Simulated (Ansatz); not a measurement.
## H₂B–B⁺, doublet in cc-pVDZ: errors against UCCSDTQ

Geometry: that of the H2B–B, singlet, kept fixed.

```yaml
atoms:
  - { symbol: B, position_ang: [0.0000, 0.0000, 0.7529] }
  - { symbol: B, position_ang: [0.0000, 0.0000, -1.0096] }
  - { symbol: H, position_ang: [0.0000, 1.0240, 1.3765] }
  - { symbol: H, position_ang: [0.0000, -1.0240, 1.3765] }
```

Basis cc-pVDZ; Ansatz 0.2.0. Correlated methods freeze the noble-gas cores, which leaves 7 electrons in 36 orbitals. R marks a restricted (for open shells ROHF) determinant, U an unrestricted one. Active spaces: valence = (7e, 10o) chosen from the atoms' valence shells.

Full CI isn't at hand for all of this; UCCSDTQ serves as the reference, and is uncertain by about the last step of the cluster series. The frozen core follows each run's orbitals, which can shift R against U totals by a few meV.

For open shells CISD and CISDTQ are restricted-active-space CI with the open shells as a complete middle space.

```
UHF ⟨S²⟩                          : 0.757
T1 diagnostic (RCCSD)             : 0.0287
largest doubles amplitude (RCCSD) : 0.065
T1 diagnostic (UCCSD)             : 0.0204
```

| level | E − E(UCCSDTQ) (kcal/mol) | share of correlation (%) | wall time |
| --- | --- | --- | --- |
| RHF | 88.06 | 0.00 | – |
| UHF | 86.78 | 1.45 | – |
| RMP2 | 23.44 | 73.39 | – |
| UMP2 | 23.11 | 73.76 | – |
| CISD | 6.72 | 92.37 | 0.68 s |
| RCCSD | 2.61 | 97.03 | – |
| UCCSD | 2.51 | 97.15 | – |
| RCCSD(T) | 0.67 | 99.24 | 1.5 s |
| UCCSD(T) | 0.65 | 99.26 | 1.4 s |
| BCCD(T) | 0.65 | 99.26 | 1.1 s |
| RCCSDT | 0.09 | 99.90 | – |
| UCCSDT | 0.08 | 99.90 | – |
| CISDTQ | 0.19 | 99.78 | 4 s (H100) |
| RCCSDT(Q) | 0.02 | 99.98 | 7 s |
| UCCSDT(Q) | 0.01 | 99.99 | 6.5 s |
| RCCSDTQ | 0.01 | 99.99 | 14 s (H100) |
| CASSCF (valence space) | 41.79 | 52.54 | – |
| NEVPT2 (valence space) | 11.13 | 87.36 | 3.8 s |
| MRCISD (valence space) | 2.00 | 97.73 | – |
| MRCISD+Q (valence space) | 0.64 | 99.28 | 6.5 s |

The correlation energy at UCCSDTQ, counted from RHF, is -3.819 eV. That run took 14 s on 2 threads of AMD EPYC 7R13 with a shared H100 80 GB, shared host.

Times hold each run's SCF and search for its determinant on a shared host, so for small cases they say little of a method's own cost; rows without a card ran on 1 thread of AMD EPYC 7R13.

Natural occupations of CASSCF (valence space) about the gap: 1.974 1.970 1.939 0.998 0.031 0.028 0.020 0.016 0.015 0.009; effectively unpaired electrons, Σ n²(2−n)², 1.03.
